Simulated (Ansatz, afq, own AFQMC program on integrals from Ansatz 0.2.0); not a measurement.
## SiGeH$_{3}$, quartet in cc-pVDZ, levels against AFQMC with the constraint released

```xyz
5

Si   -0.0059    0.0000    1.6929
Ge   -0.0015    0.0000   -0.7474
H     1.4617    0.0000    1.9964
H    -0.5952    1.2043    2.3467
H    -0.5953   -1.2043    2.3467
```

Connectivity, by distances: SiH3–Ge.

Basis cc-pVDZ. Only valence electrons are correlated. AFQMC by an in-house program on the Cholesky factors that Ansatz 0.2.0 writes for its CCSD(T) run. ph-AFQMC/CISD is guided by a CISD state made of CCSD amplitudes; releasing the constraint for a short imaginary time cuts its bias at the price of noise, slowly where states lie close. Free projection: walkers drawn from exp(T), propagated without any constraint. Its projection time is finite, and what remains of the start isn't in its error. Uncertainties: one standard error, sampling alone. No spin–orbit coupling.

Determinant: UHF, the one that the program's search chose, which needn't be the lowest solution. The geometry is a PBE0/def2-TZVP stationary point of this or a neighbouring charge and spin state.

No full CI on the walks' own integrals is used here. The released AFQMC energy serves as the reference, which it does only where one determinant dominates, the energy is flat over the last release times and near the phaseless one (40 meV or 2 meV an electron, half that with transition metals). On small molecules, where full CI could be run and the noise was under 10 meV, such values lay within 10 meV of it in 19 cases of 20, a flattering rate, since the rule was set on those same cases; what remains of the bias isn't in the error bar.

Cautions: no relativity below Rb; no spin-orbit coupling; inner d shell frozen; another spin lies lower (by 1.02 eV); the released value is read at 2.40 1/Eh with a noise of 12 meV, more than in the cases checked (meV from the phaseless value at times in 1/Eh: -3 ± 8 at 0.24, -4 ± 8 at 0.51, -15 ± 8 at 0.99, -19 ± 9 at 1.62, 2 ± 12 at 2.40).

```
T1 diagnostic                               : 0.0203
weight of the determinant in the CISD state : 0.878
⟨S²⟩ of the determinant                     : 3.757
size of the correlated space                : 11 electrons in 41 orbitals
```

Reference: AFQMC with the constraint released, correlation energy -5.216 ± 0.012 eV.

```json
{"level": "HF", "E − E(reference) (kcal/mol)": "120.28 ± 0.29", "share of correlation (%)": "0.00"}
{"level": "MP2", "E − E(reference) (kcal/mol)": "27.47 ± 0.29", "share of correlation (%)": "77.16"}
{"level": "CCSD", "E − E(reference) (kcal/mol)": "3.53 ± 0.29", "share of correlation (%)": "97.06"}
{"level": "CCSD(T)", "E − E(reference) (kcal/mol)": "0.49 ± 0.29", "share of correlation (%)": "99.59"}
{"level": "ph-AFQMC/HF", "E − E(reference) (kcal/mol)": "-1.08 ± 0.79", "share of correlation (%)": "100.90"}
{"level": "ph-AFQMC/CISD", "E − E(reference) (kcal/mol)": "-0.04 ± 0.34", "share of correlation (%)": "100.03"}
{"level": "free AFQMC", "E − E(reference) (kcal/mol)": "-0.09 ± 0.37", "share of correlation (%)": "100.07"}
```

Free projections are given only where their last times agree within the noise and don't stop above the reference; a slow remainder of the start can still hide under it. A walk keeps the symmetry of its determinant, which the program's search chose and which needn't be the lowest solution, so a lower state of the same spin and another symmetry isn't excluded. Released energies are given only where the last usable release times agree within the noise; a slower fall can still hide under it.
